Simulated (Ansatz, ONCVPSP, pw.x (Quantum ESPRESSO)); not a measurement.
From atom to crystal: ONCV potential for Tc

technetium, optimised norm-conserving Vanderbilt (ONCV), made with ONCVPSP 4.0.1 (PBEsol, scalar-relativistic). Core [Ar] 3d10, reference 4s2 4p6 4d5 5s2. Waves: 4s+5s: rc 1.65 bohr, ncon 4, nbas 7, qcut 6.8 1/bohr, 2 projectors; 4p: rc 1.55 bohr, ncon 4, nbas 9, qcut 7.2 1/bohr, 2 projectors, debl 3.1 Ha; 4d: rc 2.35 bohr, ncon 4, nbas 8, qcut 7.8 1/bohr, 1 projector. Local part: polynomial inside 1.15 bohr (lpopt 5, dvloc0 1 Ha). Core correction: Teter function, fcfact 6, rcfact 1.75.

Crystal test: bcc Tc in pw.x 7.5, no spin, 15³ k-points, Fermi–Dirac smearing 0.01 Ry, cutoffs 55/220 Ry. The reference is all-electron LAPW (Ansatz 0.2.0) with the same functional, mesh and smearing; V0 and B0 come from Birch–Murnaghan fits to the pressures at five volumes. Errors are pseudo minus all-electron; Δ is the rms difference of the E(V) curves that follow from these fits, minima aligned, over ±6 % about the mean V0. Mesh and smearing are coarse, so the numbers serve the comparison and aren't converged zero-temperature values; the lattice is a test structure that the element need not adopt.

All-electron: a0 = 3.051 Å (V0 = 14.20 Å³/atom), B0 = 316.6 GPa.

**Question.** How far does the potential miss the all-electron equation of state?

**Answer.** mean pressure error (GPa): +0.63; a0 (Å): 3.053; a0 error (%): +0.07; B0 error (%): -0.1; Δ (meV/atom): 1.9.

| V (Å³/atom) | P all-electron (GPa) | P pseudo (GPa) |
| --- | --- | --- |
| 13.494 | 18.26 | 19.02 |
| 13.849 | 8.52 | 9.21 |
| 14.204 | 0.02 | 0.65 |
| 14.559 | -7.38 | -6.81 |
| 14.914 | -13.82 | -13.31 |

**Question.** At the middle volume, how do free energy and pressure move when the wave cutoff is lowered (ecutrho kept at four times it)?

**Answer.**

```json
{"cutoff (Ry)": "25", "shift of F (meV/atom)": "+3346.1", "shift of P (GPa)": "-149.53"}
{"cutoff (Ry)": "33", "shift of F (meV/atom)": "+481.5", "shift of P (GPa)": "-29.12"}
{"cutoff (Ry)": "44", "shift of F (meV/atom)": "+27.8", "shift of P (GPa)": "-2.57"}
```

The 8 pw.x runs together took about 45 s on one core of a shared server CPU.
